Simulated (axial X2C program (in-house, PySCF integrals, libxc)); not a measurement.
# Low determinants of NaO at the PBE0 level, 2c

Computed with an in-house relativistic program for diatomic molecules. Two-component (2c) means X2C with spin–orbit coupling and atomic mean-field two-electron Coulomb and Gaunt terms. Basis: Na dyall-cv3z [9s8p5d2f], O dyall-av3z [7s6p3d2f] (cores contracted in-house); Gaussian nuclei, density fitting, unrestricted open shells. Masses: Na 22.990 u, O 15.995 u.

Search at 2.057 Å (vertical energies from the lowest determinant):

```csv
ΔE (eV),state,electrons beyond evenly filled partner blocks,"electrons in ±ω = 1/2, 3/2, 5/2, 7/2"
0.00,Ω = 3/2,ω = 3/2,16 3 0 0
0.02,Ω = 1/2,ω = 1/2,15 4 0 0
2.94,Ω = 1/2,"2 × ω = -1/2, ω = 3/2",16 3 0 0
3.29,Ω = 5/2,"2 × ω = 1/2, ω = 3/2",16 3 0 0
4.57,Ω = 5/2,"ω = -1/2, 2 × ω = 3/2",15 4 0 0
5.04,Ω = 1/2,ω = 1/2,17 2 0 0
5.07,Ω = 7/2,"ω = 1/2, 2 × ω = 3/2",15 4 0 0
```

Lowest determinant, Ω = 3/2 (⟨Sz⟩ = 0.50, ⟨Lz⟩ = 1.00 at PBE0): Re = 2.052 Å, ωe = 490.3 cm⁻¹.

The determinant in row 2 of the search, Ω = 1/2 (⟨Sz⟩ = -0.50, ⟨Lz⟩ = 1.00 at PBE0), was followed along the bond at PBE0; measured from the minimum of the lowest determinant it gives:

Te = 0.015 eV (122 cm⁻¹), Re = 2.052 Å, ωe = 490.3 cm⁻¹.

**Question.** Compare the bond of the determinant in row 2 with that of the lowest one.

**Answer.** At PBE0 its Re is the same within 0.001 Å and its force constant, which goes as ωe², is 1.00 times that of the lowest determinant. T0 ≈ Te + Δωe/2 = 122 + (0) = 122 cm⁻¹.

The search compares states at one distance, so a state with another bond length can lie lower; it is not exhaustive and yields mostly the lowest determinant of each block pattern, so other components and higher states of one pattern are missing. These are energies of single determinants, not of spin-adapted states; PBE0 term energies can be off by some tenths of an eV, and the functional has no current term. The lowest determinant need not be the ground state where others lie within half an eV.
